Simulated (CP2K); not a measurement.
# C3H6F2 (1,3-difluoropropane) at r2SCAN/cc-pVDZ

Aim: the energy change on altering one bond length of C3H6F2 (1,3-difluoropropane) at r2SCAN/cc-pVDZ, from 2 runs. 

The calculation is run with CP2K 2026.2.

### 1 Starting point

C3H6F2 has 11 atoms, charge 0, and is taken as a singlet. As SMILES, `FCCCF`. Geometry: relaxed at PBE0-D4/def2-TZVP. This is one conformer, not always the lowest.

Bond lengths: F1–C2 1.383 Å, C2–C3 1.509 Å, C3–C4 1.507 Å, C4–F5 1.386 Å, C2–H6 1.096 Å, C2–H7 1.093 Å, C3–H8 1.093 Å, C3–H9 1.095 Å, C4–H10 1.095 Å, C4–H11 1.093 Å. Some angles: F1–C2–C3 109.8°, C2–C3–C4 112.4°, C3–C4–F5 110.3°, F1–C2–H6 107.7°, F1–C2–H7 107.9°, C3–C2–H6 111.1°, C3–C2–H7 111.3°, C2–C3–H8 109.6°, C2–C3–H9 109.3°, C4–C3–H8 109.6°.

### 2 A single-point energy at r2SCAN/cc-pVDZ

gas.inp reads:

```
&GLOBAL
 PROJECT_NAME gas
 RUN_TYPE ENERGY
 PRINT_LEVEL MEDIUM
&END GLOBAL

&FORCE_EVAL
 METHOD QS
 &DFT
  BASIS_SET_FILE_NAME ./cc_pvdz.basis
  POTENTIAL_FILE_NAME POTENTIAL
  &QS
   METHOD GAPW
   EPS_DEFAULT 1.0E-10
  &END QS
  &MGRID
   CUTOFF 280
   REL_CUTOFF 50
   NGRIDS 4
  &END MGRID
  &POISSON
   PERIODIC NONE
   POISSON_SOLVER MULTIPOLE
  &END POISSON
  &SCF
   SCF_GUESS ATOMIC
   EPS_SCF 1.0E-07
   MAX_SCF 150
   ADDED_MOS 10
   &DIAGONALIZATION
    ALGORITHM STANDARD
   &END DIAGONALIZATION
   &MIXING
    METHOD BROYDEN_MIXING
    ALPHA 0.4
    NBUFFER 4
   &END MIXING
  &END SCF
  &XC
   &XC_FUNCTIONAL
    &MGGA_X_R2SCAN
    &END MGGA_X_R2SCAN
    &MGGA_C_R2SCAN
    &END MGGA_C_R2SCAN
   &END XC_FUNCTIONAL
  &END XC
  &PRINT
   &MOMENTS
    PERIODIC F
    REFERENCE COM
    MAX_MOMENT 1
   &END MOMENTS
   &MO ON
    ENERGIES T
    OCCUPATION_NUMBERS T
    NDIGITS 6
    &EACH
     QS_SCF 0
    &END EACH
    ADD_LAST NUMERIC
   &END MO
   &LOWDIN ON
   &END LOWDIN
   &HIRSHFELD OFF
   &END HIRSHFELD
  &END PRINT
 &END DFT
 &SUBSYS
  &CELL
   ABC 10.9 10.6 9.9
   PERIODIC NONE
  &END CELL
  &COORD
   UNIT bohr
   F     -3.7121780     2.7074106    -0.2023897
   C     -1.3517211     1.8910489     0.5680517
   C     -0.7086473    -0.5646502    -0.7328358
   C      1.8283100    -1.5839684     0.0655735
   F      3.7333429     0.0759670    -0.6258773
   H     -1.4069011     1.6540773     2.6240737
   H      0.0151178     3.3671140     0.1022342
   H     -0.7335917    -0.2915847    -2.7809210
   H     -2.1506973    -1.9770315    -0.2779787
   H      1.9392369    -1.8294439     2.1180050
   H      2.2174046    -3.3977276    -0.8426289
  &END COORD
  &TOPOLOGY
   &CENTER_COORDINATES
   &END CENTER_COORDINATES
  &END TOPOLOGY
  &KIND F
   BASIS_SET cc-pVDZ
   POTENTIAL ALL
   LEBEDEV_GRID 194
   RADIAL_GRID 100
  &END KIND
  &KIND C
   BASIS_SET cc-pVDZ
   POTENTIAL ALL
   LEBEDEV_GRID 194
   RADIAL_GRID 100
  &END KIND
  &KIND H
   BASIS_SET cc-pVDZ
   POTENTIAL ALL
   LEBEDEV_GRID 194
   RADIAL_GRID 100
  &END KIND
 &END SUBSYS
&END FORCE_EVAL
```

Launch:

```console
OMP_NUM_THREADS=1 cp2k.psmp -i gas.inp > gas.out 2>&1
```

Output:

```text
CP2K| version string:                                       CP2K version 2026.2
[...]
 GLOBAL| Method name                                                        CP2K
[...]
 GLOBAL| Run type                                                         ENERGY
[...]
 DFT| Spin restricted Kohn-Sham (RKS) calculation                            RKS
 DFT| Multiplicity                                                             1
[...]
 DFT| Charge                                                                   0
[...]
 FUNCTIONAL| MGGA_X_R2SCAN:
[...]
 FUNCTIONAL| MGGA_C_R2SCAN:
[...]
 QS| Method:                                                                GAPW
[...]
 QS| Density cutoff [a.u.]:                                                140.0
[...]
 QS| Relative density cutoff [a.u.]:                                        25.0
[...]
                             - Atoms:                                         11
[...]
                             - Spherical basis functions:                    100
[...]
 Number of electrons:                                                         42
[...]
     1 NoMix/Diag. 0.40E+00    1.6     0.97628124      -318.1222520450 -3.18E+02
[...]
    64 Broy./Diag. 0.40E+00    1.9     0.00000009      -317.4570457981  3.17E-07
  *** SCF run converged in    64 steps ***
[...]
  Overlap energy of the core charge distribution:               0.00000492701392
  Self energy of the core charge distribution:               -304.92786297996633
  Core Hamiltonian energy:                                    -28.17827022610678
  Hartree energy:                                              78.33879423612001
  Exchange-correlation energy:                                -14.66137484467376
[...]
                     Mulliken Population Analysis
 #  Atom  Element  Kind  Atomic population                           Net charge
       1     F        1          9.256362                             -0.256362
       2     C        2          5.766610                              0.233390
       3     C        2          6.130300                             -0.130300
       4     C        2          5.788658                              0.211342
       5     F        1          9.256524                             -0.256524
       6     H        3          0.978720                              0.021280
       7     H        3          0.965464                              0.034536
       8     H        3          0.951260                              0.048740
       9     H        3          0.961354                              0.038646
      10     H        3          0.974923                              0.025077
      11     H        3          0.969825                              0.030175
 # Total charge                             42.000000                 -0.000000
[...]
  Dipole moment [Debye]
    X=  0.2068135E+00 Y= -0.1623629E+01 Z=  0.7306466E+00  Total=      1.7924248
 ENERGY| Total FORCE_EVAL ( QS ) energy [hartree]           -317.457045798066645
[...]
```

It took 2 min on 1 thread of Arm Neoverse V1, shared host; peak memory 0.91 GiB.

### 3 The distorted shape

molecule.inp reads:

```
&FORCE_EVAL
  METHOD QUICKSTEP
  &DFT
    BASIS_SET_FILE_NAME ./cc_pvdz.basis
    POTENTIAL_FILE_NAME POTENTIAL
    ! Quickstep
    &QS
      METHOD GAPW
      EPS_DEFAULT 1.0E-10
    &END QS
    ! plane-wave cutoff in Ry
    &MGRID
      CUTOFF 280
      REL_CUTOFF 50
      NGRIDS 4
    &END MGRID
    ! no periodic images
    &POISSON
      PERIODIC NONE
      POISSON_SOLVER MULTIPOLE
    &END POISSON
    &SCF
      SCF_GUESS ATOMIC
      EPS_SCF 1.0E-07
      MAX_SCF 150
      ADDED_MOS 5
      &DIAGONALIZATION
        ALGORITHM STANDARD
      &END DIAGONALIZATION
      &MIXING
        METHOD PULAY_MIXING
        ALPHA 0.4
        NBUFFER 4
      &END MIXING
    &END SCF
    ! functional
    &XC
      &XC_FUNCTIONAL
        &MGGA_X_R2SCAN
        &END MGGA_X_R2SCAN
        &MGGA_C_R2SCAN
        &END MGGA_C_R2SCAN
      &END XC_FUNCTIONAL
    &END XC
    &PRINT
      &MOMENTS
        PERIODIC F
        REFERENCE COM
        MAX_MOMENT 1
      &END MOMENTS
      &MO ON
        ENERGIES T
        OCCUPATION_NUMBERS T
        NDIGITS 6
        &EACH
          QS_SCF 0
        &END EACH
        ADD_LAST NUMERIC
      &END MO
      &LOWDIN ON
      &END LOWDIN
      &HIRSHFELD OFF
      &END HIRSHFELD
    &END PRINT
  &END DFT
  &SUBSYS
    ! box in angstrom
    &CELL
      ABC 11 10.8 10
      PERIODIC NONE
    &END CELL
    &COORD
      F     -2.015456     1.627666    -0.003818
      C     -0.766356     1.195666     0.403882
      C     -0.375000    -0.298800    -0.387800
      C      0.967500    -0.838200     0.034700
      F      1.975600     0.040200    -0.331200
      H     -0.795556     1.070266     1.491882
      H     -0.043056     1.976766     0.157382
      H     -0.388200    -0.154300    -1.471600
      H     -1.138100    -1.046200    -0.147100
      H      1.026200    -0.968100     1.120800
      H      1.173400    -1.798000    -0.445900
    &END COORD
    &TOPOLOGY
      &CENTER_COORDINATES
      &END CENTER_COORDINATES
    &END TOPOLOGY
    &KIND F
      BASIS_SET cc-pVDZ
      POTENTIAL ALL
      LEBEDEV_GRID 194
      RADIAL_GRID 100
    &END KIND
    &KIND C
      BASIS_SET cc-pVDZ
      POTENTIAL ALL
      LEBEDEV_GRID 194
      RADIAL_GRID 100
    &END KIND
    &KIND H
      BASIS_SET cc-pVDZ
      POTENTIAL ALL
      LEBEDEV_GRID 194
      RADIAL_GRID 100
    &END KIND
  &END SUBSYS
&END FORCE_EVAL

&GLOBAL
  PROJECT_NAME molecule
  RUN_TYPE ENERGY
  PRINT_LEVEL MEDIUM
&END GLOBAL
```

Launch:

```console
OMP_NUM_THREADS=1 cp2k.psmp molecule.inp > molecule.out
```

Output:

```text
CP2K| version string:                                       CP2K version 2026.2
[...]
 GLOBAL| Method name                                                        CP2K
[...]
 GLOBAL| Run type                                                         ENERGY
[...]
 DFT| Spin restricted Kohn-Sham (RKS) calculation                            RKS
 DFT| Multiplicity                                                             1
[...]
 DFT| Charge                                                                   0
[...]
 FUNCTIONAL| MGGA_X_R2SCAN:
[...]
 FUNCTIONAL| MGGA_C_R2SCAN:
[...]
 QS| Method:                                                                GAPW
[...]
 QS| Density cutoff [a.u.]:                                                140.0
[...]
 QS| Relative density cutoff [a.u.]:                                        25.0
[...]
                             - Atoms:                                         11
[...]
                             - Spherical basis functions:                    100
[...]
 Number of electrons:                                                         42
[...]
     1 NoMix/Diag. 0.40E+00    1.8     0.97783108      -317.9356063835 -3.18E+02
[...]
    57 Pulay/Diag. 0.40E+00    2.2     0.00000009      -317.4394301176  2.20E-07
  *** SCF run converged in    57 steps ***
[...]
  Overlap energy of the core charge distribution:               0.00000483421847
  Self energy of the core charge distribution:               -304.92786297996633
  Core Hamiltonian energy:                                    -28.41964147718300
  Hartree energy:                                              78.55855672597677
  Exchange-correlation energy:                                -14.58399124175039
[...]
                     Mulliken Population Analysis
 #  Atom  Element  Kind  Atomic population                           Net charge
       1     F        1          9.247809                             -0.247809
       2     C        2          5.800711                              0.199289
       3     C        2          6.158325                             -0.158325
       4     C        2          5.775598                              0.224402
       5     F        1          9.258180                             -0.258180
       6     H        3          0.964800                              0.035200
       7     H        3          0.953564                              0.046436
       8     H        3          0.942577                              0.057423
       9     H        3          0.954219                              0.045781
      10     H        3          0.974367                              0.025633
      11     H        3          0.969849                              0.030151
 # Total charge                             42.000000                 -0.000000
[...]
  Dipole moment [Debye]
    X=  0.1454650E+00 Y= -0.1525844E+01 Z=  0.7776527E+00  Total=      1.7187506
 ENERGY| Total FORCE_EVAL ( QS ) energy [hartree]           -317.439430117616780
[...]
```

It took 2 min on 1 thread of Arm Neoverse V1, shared host; peak memory 0.99 GiB.

### 4 Results

Level: r2SCAN/cc-pVDZ.

| quantity | value |
| --- | --- |
| first shape: total energy | -317.45705 Eh |
| first shape: dipole moment | 1.79 D |
| first shape: HOMO energy | -7.69 eV |
| first shape: LUMO energy | 1.52 eV |
| first shape: HOMO–LUMO gap | 9.21 eV |
| distorted shape: total energy | -317.43943 Eh |
| distorted shape: dipole moment | 1.72 D |
| distorted shape: HOMO energy | -7.40 eV |
| distorted shape: LUMO energy | 1.58 eV |
| distorted shape: HOMO–LUMO gap | 8.98 eV |
| energy change with the C2–C3 bond stretched from 1.509 to 1.736 Å | 0.479 eV |

With the C2–C3 bond stretched from 1.509 to 1.736 Å the energy rises by 0.48 eV (46.2 kJ/mol). The first shape isn't relaxed at this level, so the change isn't measured from a minimum.
